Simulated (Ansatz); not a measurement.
# SiBH4 radical (SMILES [BH][SiH3]): single points off equilibrium

Aim: energy, forces and dipole at a structure displaced at random from a GFN2-xTB minimum, from CCSD(T) and from density functionals.

The runs use Ansatz 0.2.0, Gaussian basis; single points in def2-TZVPP.

Correlated methods freeze the cores. Orbitals are unrestricted.

## Step 1: The system as given

SMILES `[BH][SiH3]`, 6 atoms, charge 0, spin multiplicity 2.

Atoms are counted from 1 here; the program's logs count them from 0.

Bond lengths: B1–Si2 1.978 Å, B1–H3 1.243 Å, Si2–H4 1.307 Å, Si2–H5 1.587 Å, Si2–H6 1.623 Å. Angles: Si2–B1–H3 147.6°, B1–Si2–H4 110.0°, B1–Si2–H5 113.1°, B1–Si2–H6 113.6°, H4–Si2–H5 105.1°, H4–Si2–H6 106.9°, H5–Si2–H6 107.7°.

As a file:

```xyz
6
BH4Si
B     0.9233   -0.9382    0.7029
Si   -0.3314    0.3258   -0.1585
H     1.3316   -2.1083    0.8033
H    -1.3631   -0.3222   -0.6306
H     0.2966    1.0712   -1.4103
H    -0.9081    1.4575    0.8522
```

## Step 2: CCSD(T)/def2-TZVPP

run/in.yaml reads:

```yaml
crystal:
  periodic: [false, false, false]
  atoms:
    - {symbol: B, position_ang: [0.923300, -0.938200, 0.702900]}
    - {symbol: Si, position_ang: [-0.331400, 0.325800, -0.158500]}
    - {symbol: H, position_ang: [1.331600, -2.108300, 0.803300]}
    - {symbol: H, position_ang: [-1.363100, -0.322200, -0.630600]}
    - {symbol: H, position_ang: [0.296600, 1.071200, -1.410300]}
    - {symbol: H, position_ang: [-0.908100, 1.457500, 0.852200]}
basis:
  gaussian: {orbitals: def2-TZVPP}
magnetization: {spin_polarized: true, initial_magnetization: 1}
correlation: {method: ccsd_t}
scf: {omitted_lower_state_checks: [cluster_reference]}
output: {forces: true}
```

The command line of these runs was not kept.

## Step 3: PBE0-D4/def2-TZVPP

Changes to run/in.yaml since step 2:

```diff
@@ -12,4 +12,3 @@
 magnetization: {spin_polarized: true, initial_magnetization: 1}
-correlation: {method: ccsd_t}
-scf: {omitted_lower_state_checks: [cluster_reference]}
-output: {forces: true}
+hamiltonian: {xc: pbe0, dispersion: d4}
+output: {forces: true, orbitals: {seedname: orbitals}}
```

## Step 4: wB97M-V/def2-TZVPP

Changes to run/in.yaml since step 3:

```diff
@@ -12,3 +12,3 @@
 magnetization: {spin_polarized: true, initial_magnetization: 1}
-hamiltonian: {xc: pbe0, dispersion: d4}
-output: {forces: true, orbitals: {seedname: orbitals}}
+hamiltonian: {xc: {name: wB97M-V}}
+output: {forces: true}
```

## Step 5: r2SCAN-D4/def2-TZVPP

Changes to run/in.yaml since step 4:

```diff
@@ -12,3 +12,3 @@
 magnetization: {spin_polarized: true, initial_magnetization: 1}
-hamiltonian: {xc: {name: wB97M-V}}
+hamiltonian: {xc: r2scan, dispersion: d4}
 output: {forces: true}
```

## Step 6: PBE-D4/def2-TZVPP

Changes to run/in.yaml since step 5:

```diff
@@ -12,3 +12,3 @@
 magnetization: {spin_polarized: true, initial_magnetization: 1}
-hamiltonian: {xc: r2scan, dispersion: d4}
+hamiltonian: {xc: pbe, dispersion: d4}
 output: {forces: true}
```

## Step 7: BHLYP-D4/def2-TZVPP

Changes to run/in.yaml since step 6:

```diff
@@ -12,3 +12,3 @@
 magnetization: {spin_polarized: true, initial_magnetization: 1}
-hamiltonian: {xc: pbe, dispersion: d4}
+hamiltonian: {xc: {name: BHLYP}, dispersion: d4}
 output: {forces: true}
```

## Step 8: B97M-V/def2-TZVPP

Changes to run/in.yaml since step 7:

```diff
@@ -12,3 +12,3 @@
 magnetization: {spin_polarized: true, initial_magnetization: 1}
-hamiltonian: {xc: {name: BHLYP}, dispersion: d4}
+hamiltonian: {xc: {name: B97M-V}}
 output: {forces: true}
```

(Steps that only read results are left out.)

What does the calculation give? Wanted: energy less free atoms, CCSD(T)/def2-TZVPP; RMS force component; RMS force error; HOMO and LUMO, PBE0-D4; T1 diagnostic.

The runs gave:

```
                                  quantity                                                                                           value
energy less free atoms, CCSD(T)/def2-TZVPP                                                                                      -15.468 eV
                       RMS force component                                                            1.743 to 1.822 eV/Å over the methods
                           RMS force error  PBE0-D4 0.095, wB97M-V 0.077, r2SCAN-D4 0.109, PBE-D4 0.195, BHLYP-D4 0.098, B97M-V 0.171 eV/Å
                    HOMO and LUMO, PBE0-D4                                                                              -5.77 and -2.89 eV
                             T1 diagnostic                                                                                           0.016
```

Against CCSD(T) the functionals' energies less atoms differ by -0.680 to -0.390 eV, PBE-D4 by -0.404 eV. A larger basis would deepen the CCSD(T) value, while the functionals are nearly converged already, so the order here is not reliable. On forces the order runs from wB97M-V to PBE-D4. Frozen-core CCSD(T) forces in triple zeta carry basis errors of their own, and this is one geometry, so small gaps rank nothing.
